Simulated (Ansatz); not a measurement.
# AlNH₂+ (doublet): the correlation ladder, cc-pVDZ

Aim: climb from Hartree-Fock through coupled cluster for AlNH₂+ (doublet) at one geometry and basis, and see what each rung misses.

Computed with Ansatz 0.2.0, Gaussian basis. Level: cc-pVDZ, core rule «outside noble gas», up to 6 orbitals frozen.

The runs, in order: UHF; CCSD(T) on ROHF; CCSD(T) on UHF; BCCD(T) on ROHF; CISD; CCSDT(Q) on ROHF; CCSDT(Q) on UHF; CCSDTQ on ROHF.

16 further runs of the same task are left out: 10 for a known fault of the program, 6 set aside as unsound or not needed.

## 1. The geometry

The geometry is a PBE0/def2-TZVP stationary point (not a proven minimum) of the parent state, kept for this charge and spin.

4 atoms, charge 1, spin multiplicity 2.

Atoms are counted from 1 here; the program's logs count them from 0.

Bond lengths: Al1–N2 1.768 Å, Al1–H3 1.611 Å, N2–H4 1.009 Å. Angles: N2–Al1–H3 113.2°, Al1–N2–H4 161.1°.

## 2. UHF

in.yaml reads:

```yaml
crystal:
  periodic: [false, false, false]
  atoms:
    - {symbol: Al, position_ang: [0.000000, -0.084877, 0.620504]}
    - {symbol: N, position_ang: [0.000000, 0.035620, -1.143535]}
    - {symbol: H, position_ang: [0.000000, 1.349999, 1.353786]}
    - {symbol: H, position_ang: [0.000000, 0.427096, -2.073077]}
basis:
  gaussian: {orbitals: cc-pVDZ}
total_charge: 1
magnetization: {spin_polarized: true, initial_magnetization: 1}
hamiltonian: {xc: hf}
output: {orbitals: {seedname: orbitals}}
```

Run with:

```sh
ansatz run in.yaml --threads 1 --pin off --events-out ev --progress --plain --max-ram 4096MiB --backend cpu
```

After this run come: CCSD(T) on ROHF; CCSD(T) on UHF; BCCD(T) on ROHF; CISD; CCSDT(Q) on ROHF; CCSDT(Q) on UHF; CCSDTQ on ROHF.

Q: Predict the results of all the runs planned. Wanted: RCCSDTQ below the RHF energy; RMP2 from RCCSDTQ; UMP2 from RCCSDTQ; RCCSD from RCCSDTQ; RCCSD(T) from RCCSDTQ; UCCSD(T) from RCCSDTQ; RCCSDT(Q) from RCCSDTQ; UCCSDT(Q) from RCCSDTQ; T1 diagnostic.

As calculated:

| quantity | value |
| --- | --- |
| RCCSDTQ below the RHF energy | -5.9973 eV |
| RMP2 from RCCSDTQ | +89.5 kJ/mol |
| UMP2 from RCCSDTQ | +89.7 kJ/mol |
| RCCSD from RCCSDTQ | +18.8 kJ/mol |
| RCCSD(T) from RCCSDTQ | +4.0 kJ/mol |
| UCCSD(T) from RCCSDTQ | +4.1 kJ/mol |
| RCCSDT(Q) from RCCSDTQ | +0.1 kJ/mol |
| UCCSDT(Q) from RCCSDTQ | -0.2 kJ/mol |
| levels within 1 kcal/mol (43 meV) | RCCSD(T), UCCSD(T), RCCSDT, UCCSDT, RCCSDT(Q), UCCSDT(Q) |
| T1 diagnostic | 0.031 |

**Reading.** RCCSD(T) misses by +4.0 kJ/mol, 0.7 % of the correlation energy. Coupled cluster took another determinant than the lowest Hartree-Fock one. These misses are within one basis, not against nature; the frozen cores of restricted and unrestricted runs differ, which can shift their rows.
